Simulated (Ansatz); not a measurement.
Reaction: NH2 (SMILES [NH2], doublet) → NH2- (SMILES [NH2-]) (an electron is taken up)
Each species at its own B3LYP-D3(BJ)/def2-TZVP minimum (Ansatz, a quantum-chemistry and plane-wave program).

Total energies in hartree (Ansatz). Radicals and triplets start from unrestricted determinants; spin-orbit coupling is neglected. Cores are frozen in correlated methods. No relativity.

| species | HF/aug-cc-pVTZ | CCSD(T)/aug-cc-pVTZ | HF/aug-cc-pVQZ | CCSD(T)/aug-cc-pVQZ | CCSDT(Q)/aug-cc-pVTZ |
|---|---|---|---|---|---|
| 1: NH2 (SMILES [NH2], doublet) | -55.58783 | -55.79984 | -55.59116 | -55.81307 | -55.80052 |
| 2: NH2- (SMILES [NH2-]) | -55.54792 | -55.82425 | -55.55129 | -55.83913 | -55.82513 |

Question: Work out the adiabatic electron affinity (electronic), positive where energy is released in eV: take Hartree-Fock from aug-cc-pVQZ, extrapolate the CCSD(T) correlation energy as X^-3 (X = 3, 4), and add CCSDT(Q) - CCSD(T) in aug-cc-pVTZ. 1 hartree = 27.211 eV.

Answer: 
Species 1: correlation (64·(-0.22191) - 27·(-0.21201))/37 = -0.22913; step -0.00068; E1 = -55.59116 + (-0.22913) + (-0.00068) = -55.82097
Species 2: correlation (64·(-0.28784) - 27·(-0.27633))/37 = -0.29624; step -0.00088; E2 = -55.55129 + (-0.29624) + (-0.00088) = -55.84841
+1·E1 -1·E2 = 0.02744 hartree = 0.75 eV.
